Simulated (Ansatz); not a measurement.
# BeC+ (doublet): geometry optimisation

Where does this start of BeC+ (doublet) end when it is relaxed?

The runs use Ansatz 0.2.0, Gaussian basis; UKS PBE0/def2-TZVP.

**1. The starting structure**

2 atoms, charge 1, spin multiplicity 2.

Atoms are counted from 1 here; the program's logs count them from 0.

Bond lengths: C1–Be2 1.637 Å.

The start is set by covalent radii. Sticks and bond lists go by distance. 

**2. The run**

The input, in.yaml:

```yaml
crystal:
  periodic: [false, false, false]
  atoms:
    - {symbol: C, position_ang: [0.000000, 0.000000, 0.000000]}
    - {symbol: Be, position_ang: [0.000000, 0.000000, 1.636800]}
basis:
  gaussian: {orbitals: def2-TZVP}
total_charge: 1
magnetization: {spin_polarized: true, initial_magnetization: 1}
hamiltonian: {xc: pbe0}
relax: {f_tol: 0.004, max_steps: 80}
```

On the command line:

```console
$ ansatz run in.yaml --threads 1 --pin off --events-out ev --progress --plain --max-ram 2176MiB
```

Before running it: what results should come out? Wanted: energy gained; shift from the start; total energy; ⟨S²⟩.

**Answer**, as computed:

```
                  quantity          value
                     steps              4
             energy gained       0.020 eV
shift from the start (rms)        0.028 Å
              total energy  -1420.3159 eV
                      ⟨S²⟩          1.496
```

What this shows: The bonds of the start are those of the end. C1–Be2 went from 1.637 to 1.692 Å. The determinant is spin-contaminated (excess 0.75). No vibrations were run, so this is a stationary point, not a proven minimum, and this spin need not be the ground state's.
